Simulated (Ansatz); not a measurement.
# How far a parabola holds: energy against volume of fluorite SrCl2

Results of LDA (plane waves, PAW; Ansatz, a quantum-chemistry and plane-wave program) for fluorite SrCl2. Run with plane-wave cutoff 520 eV, 8×8×8 k mesh, Fermi–Dirac smearing 0.01 eV, scalar-relativistic PAW data made under PBE. The cell has no free parameter but its volume, all volumes share cutoff and mesh, and the runs aren't spin-polarised. Energies are free energies at the run's smearing, counted from the lowest row; static lattice.

| V (Å³/atom) | E (meV/atom) |
|---|---|
| 24.622 | ? |
| 25.146 | 6.34 |
| 25.670 | 1.55 |
| 26.194 | 0.00 |
| 26.718 | 1.34 |
| 27.242 | 5.27 |

**Question.** Fit E against V with a parabola, and predict the withheld value at V = 24.622.

**Answer.** With u = V - 26.2, the rows have u = -1.0540, -0.5300, -0.0060, 0.5180, 1.0420. Least squares gives E = -0.007 - 0.3850·u + 5.2887·u². Residuals (row less fit): 0.066, -0.133, 0.004, 0.127, -0.064; standard error 0.145 (degrees of freedom: 2). The fitted curve has its minimum at V = 26.2, where E = -0.01. Its curvature is d²E/dV² = 2 × 5.2887 meV/Å⁶, so B = V0·d²E/dV² × 0.1602 = 44.5 GPa. At the withheld row, u = -1.5780, so E = -0.007 - 0.3850 × (-1.5780) + 5.2887 × (-1.5780)² = 13.770 meV/atom. The calculation gives 14.73 meV/atom, 0.960 meV/atom above the prediction (6.5 % of the range of E in the table). The row lies outside the fitted rows, so this is an extrapolation. From the scatter of the fitted rows alone, a prediction at this place has a standard error of 0.344 meV/atom, so the miss is 2.8 times that.

The residuals are curvature that a parabola lacks, not noise. A solid that stiffens under compression and softens on expansion lies above the parabola at the compressed end and under it at the expanded end, as this row does. A third-order Birch-Murnaghan fit to the whole scan has B0 = 44.1 GPa. Only scans are tabulated whose curvature falls smoothly with volume, and where the parabola meets the shown rows within 5 % of their range and misses the end by 0.1 meV or more.

Measured, for comparison: bulk modulus 34.3 GPa (temperature not stated, not corrected to a static lattice, from elastic constants; as tabulated in Kanchana et al., Calculated structural, elastic and electronic properties of …). Computed less measured: bulk modulus +29 % (against room or unstated temperature, where such soft solids are markedly softer).
